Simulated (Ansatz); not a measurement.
`CC=C=CN` → `C=C=CN` + `[CH2]` (triplet) at 600 K and 1 bar (formal loss of a carbene).

Computed with Ansatz on PBE0-D4/def2-TZVP structures; ΔE is electronic, products minus reactants. CCSD(T)/CBS adds triple-zeta CCSD(T) − MP2 to the extrapolated MP2 energy (def2 sets, frozen cores). This one scheme is used for every species. Triplets are unrestricted, without spin–orbit coupling. One conformer a species, not always the lowest.

```csv
species,CCSD(T)/CBS energy (Eh),H − E (kJ/mol),S (J/(mol·K))
`CC=C=CN`,-211.05901,326.6,409.6
`C=C=CN`,-171.79482,238.8,353.7
`[CH2]` (triplet),-39.09499,66.5,220.8
```

H − E and S are ideal-gas, rigid-rotor, harmonic terms from PBE0-D4/def2-TZVP, for one conformer and one mirror image of each species, with the whole ground term of open shells counted as degenerate. 1 Eh = 2625.50 kJ/mol, R = 8.31446 J/(mol·K).

Q: By hand: ΔE, ΔH, ΔS and ΔG.

A: ΔE = (-171.79482) + (-39.09499) − (-211.05901) = 0.16920 Eh = 444.2 kJ/mol. Δ(H − E) = 238.8 + 66.5 − 326.6 = -21.3, so ΔH = 422.9 kJ/mol. ΔS = 353.7 + 220.8 − 409.6 = 164.9 J/(mol·K). ΔG = 422.9 − 600 × (164.9)/1000 = 324.0 kJ/mol.

Q: By hand: the equilibrium constant, and the temperature at which ΔG would vanish if ΔH and ΔS stayed fixed.

A: log₁₀ K = −ΔG/(RT ln 10) = -28.2. ΔG = 0 at ΔH/ΔS = 2565 K, far beyond where these terms or the molecules hold.

The number of gas molecules changes by +1, which sets the sign of ΔS. A doubt of 5 kJ/mol in ΔE shifts log₁₀ K by 0.4 here. Other conformers and mirror images would add mixing entropy, several J/(mol·K) or more a flexible species. A triplet takes part, so the spin changes. These are equilibria of isolated gas molecules and say nothing of rates. Largest T1 diagnostic: 0.012 (customary marks: 0.02 for closed shells, 0.045 for open ones).
